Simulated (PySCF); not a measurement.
tetrafluoromethane (CF₄), SMILES FC(F)(F)F. Atoms are numbered in the order given.

```xyz
5

F      0.7638    -0.7638     0.7638
C      0.0000     0.0000     0.0000
F     -0.7638    -0.7638    -0.7638
F     -0.7638     0.7638     0.7638
F      0.7638     0.7638    -0.7638
```
Charge 0, spin multiplicity 1.

Geometry: B3LYP-D3(BJ)/def2-SVP.

The numbers are results of SMD-PBE0/6-31G* (PySCF), not measurements.

Solvation free energies are E(SMD) − E(gas) at the gas-phase geometry, for 1 M in both phases. In vacuum the dipole moment is 0.00 D.

Computed solvation free energies in water, 2-propanol, acetone:
```
solvent     ΔG(solv) (kcal/mol)  its non-electrostatic (CDS) part  dipole (D)
----------  -------------------  --------------------------------  ----------
water                       3.4                               4.0        0.00
2-propanol                  0.8                               1.3        0.00
acetone                     0.9                               1.4        0.00
```
